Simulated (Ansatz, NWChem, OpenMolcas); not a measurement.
**NaLi (lithium sodium): methods side by side**

NaLi: 2 atoms, total charge 0, spin state singlet. SMILES: `[Li][Na]`. The bond length is the measured one.

```xyz
2

Li    0.0000    0.0000    0.0000
Na    0.0000    0.0000    2.8100
```

Quantity: the vertical ionisation energy (to the doublet cation), in eV. The values are calculated.

| level | kind | program | value (eV) | CPU time (all runs) |
| --- | --- | --- | --- | --- |
| SVWN5/cc-pVTZ | LDA | Ansatz | 5.32 | 4.7 s |
| BLYP/cc-pVTZ | GGA | Ansatz | 5.23 | 9 s |
| revPBE/cc-pVTZ | GGA | Ansatz | 5.21 | 7.9 s |
| TPSS/cc-pVTZ | meta-GGA | OpenMolcas | 5.18 | 21 s |
| M06-2X/cc-pVTZ | hybrid meta-GGA | OpenMolcas | 5.40 | 23 s |
| PBE-QIDH/cc-pVTZ | double hybrid | Ansatz | 5.03 | 9.8 s |
| RPA@PBE0/cc-pVTZ | RPA | Ansatz | 5.25 | 10 s |
| CCSD/cc-pVTZ | coupled cluster or CI | NWChem | 5.08 | 81 s |
| FCI/STO-3G | exact in the basis | Ansatz | 3.11 | 11 s |

The values span 3.11 to 5.40 eV. Minimal STO sets describe s-block atoms so badly that they can place the ion below the atom. High-level rows in very small sets aren't better than simpler rows in larger ones. CPU times are rough (shared hosts, several kinds of processor): they show what a rung costs within a factor of a few.
